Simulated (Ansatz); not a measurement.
## A ladder of methods for BH2F− (SMILES [BH2-]F)

BH2F−: 4 atoms, total charge -1, spin state doublet. SMILES: `[BH2-]F`. Geometry: relaxed at GFN2-xTB.

```
atom    x (Å)    y (Å)    z (Å)
   B  -0.0863   0.3044   0.1024
   F   1.0319  -0.4688   0.7330
   H  -1.1403  -0.3337   0.2562
   H   0.1948   0.4981  -1.0915
```

Quantity: the energy change with the B1–H4 bond stretched from 1.242 to 1.863 Å, in eV. The values are calculated.

```json
{"level": "USVWN5/STO-3G", "kind": "LDA", "program": "Ansatz", "value (eV)": "2.06", "less FCI/STO-3G": "-0.15", "CPU time (all runs)": "1.1 s"}
{"level": "U-revPBE/STO-3G", "kind": "GGA", "program": "Ansatz", "value (eV)": "1.83", "less FCI/STO-3G": "-0.38", "CPU time (all runs)": "1.8 s"}
{"level": "UB3LYP/STO-3G", "kind": "global hybrid", "program": "Ansatz", "value (eV)": "2.07", "less FCI/STO-3G": "-0.14", "CPU time (all runs)": "1.9 s"}
{"level": "U-wB97M-V/STO-3G", "kind": "range-separated hybrid", "program": "Ansatz", "value (eV)": "2.21", "less FCI/STO-3G": "0.00", "CPU time (all runs)": "17 s"}
{"level": "U-wB97X/STO-3G", "kind": "range-separated hybrid", "program": "Ansatz", "value (eV)": "2.27", "less FCI/STO-3G": "+0.06", "CPU time (all runs)": "9.3 s"}
{"level": "UB2PLYP/STO-3G", "kind": "double hybrid", "program": "Ansatz", "value (eV)": "2.24", "less FCI/STO-3G": "+0.03", "CPU time (all runs)": "1.9 s"}
{"level": "RPA@PBE/STO-3G", "kind": "RPA", "program": "Ansatz", "value (eV)": "1.98", "less FCI/STO-3G": "-0.23", "CPU time (all runs)": "2.6 s"}
{"level": "UCCSD(T)/STO-3G", "kind": "coupled cluster or CI", "program": "Ansatz", "value (eV)": "2.22", "less FCI/STO-3G": "+0.01", "CPU time (all runs)": "0.39 s"}
{"level": "FCI/STO-3G", "kind": "exact in the basis", "program": "Ansatz", "value (eV)": "2.21", "less FCI/STO-3G": "0.00", "CPU time (all runs)": "0.58 s"}
```

FCI/STO-3G is exact within its basis and frozen core, so for wave-function methods in that basis the difference is their error; functionals converge differently with the basis, so for them it is only a difference. Sets without diffuse functions describe the anion poorly. The first shape isn't each level's own minimum. The values span 1.83 to 2.27 eV. All rows use very small basis sets, so even the best lies far from the true value. Times are those of the runs behind each value, whatever else they computed, on shared processors of several kinds: orders of magnitude only.
